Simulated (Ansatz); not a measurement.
## Rock-salt LiH: TO phonon frequency at L by level of theory

No measured value is used here.

| level (code) | value (cm⁻¹) | cell (Å³/atom) |
|---|---|---|
| LDA (Ansatz) | 835 | 7.46 |
| PBE (Ansatz) | [?] | 8.04 |
| r²SCAN (Ansatz) | 786 | 8.03 |

**Question.** What belongs in the gaps?

**Answer.** 
- PBE (Ansatz, a quantum-chemistry and plane-wave program), value (cm⁻¹): 769

Each level is taken at its own relaxed cell. Cutoffs differ between the levels. Ansatz's density-functional and Hartree–Fock values are scalar-relativistic unless marked +SOC, with PAW data made under PBE.
